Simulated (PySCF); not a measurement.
How the method moves the HOMO and LUMO of CH5BO

Species: CH5BO.
Geometry (PBE0-D3(BJ)/def2-SVP, Å), atoms numbered from 1 in this order:
```
atom  x, y, z in Å
B1     1.325   -0.148    0.259
O2     0.161    0.434    0.569
C3    -1.038    0.175   -0.116
H4     1.385   -0.953   -0.650
H5     2.287    0.165    0.920
H6    -1.399    1.105   -0.583
H7    -0.904   -0.593   -0.895
H8    -1.799   -0.166    0.602
```

The species is `BOC` (CH5BO).

Basis pcSseg-2 throughout (PySCF), one geometry. Geometry: PBE0-D3(BJ)/def2-SVP, one conformer, isolated molecule.

Problem. How do the orbital energies, the gap and the dipole change with the method?

Solution. 
```csv
method,kind,HOMO (eV),LUMO (eV),gap (eV),μ (D),SCF cycles
BLYP,GGA,-7.04,-1.30,5.74,1.70,14
OPBE,GGA,-7.06,-1.25,5.82,1.65,14
PBE,GGA,-7.10,-1.41,5.69,1.70,14
B97-D,GGA,-7.14,-1.24,5.91,1.67,14
LDA,LDA,-7.15,-1.65,5.50,1.76,14
KT2,GGA,-7.21,-1.37,5.84,1.64,14
BP86,GGA,-7.21,-1.44,5.78,1.71,14
KT3,GGA,-7.27,-1.35,5.92,1.61,14
B97-2,global hybrid,-8.33,-0.42,7.91,1.64,12
B3LYP,global hybrid,-8.38,-0.69,7.70,1.67,12
PBE0,global hybrid,-8.58,-0.43,8.15,1.66,13
mPW1PW91,global hybrid,-8.62,-0.44,8.18,1.66,12
BHandHLYP,global hybrid,-10.03,0.47,10.49,1.64,11
CAM-B3LYP,range-separated hybrid,-10.05,0.56,10.61,1.69,12
wB97X-D,range-separated hybrid,-10.52,1.40,11.92,1.66,12
LC-wPBE,range-separated hybrid,-11.40,1.74,13.14,1.70,12
HF,Hartree–Fock,-12.27,2.44,14.71,1.60,10
```

The HOMO spans 5.23 eV, from BLYP down to HF, and the gap runs from 5.50 eV (LDA) to 14.71 eV (HF). Over the methods BLYP (0 %), OPBE (0 %), PBE (0 %), B97-D (0 %), LDA (0 %), KT2 (0 %), BP86 (0 %), KT3 (0 %), B97-2 (21 %), B3LYP (20 %), PBE0 (25 %), mPW1PW91 (25 %), BHandHLYP (50 %), HF (100 %), a straight line through the gap against the share of exact exchange rises by 0.91 eV for each 10 % (correlation coefficient 0.999). The dipole ranges from 1.60 D (HF) to 1.76 D (LDA). This basis has no diffuse functions.
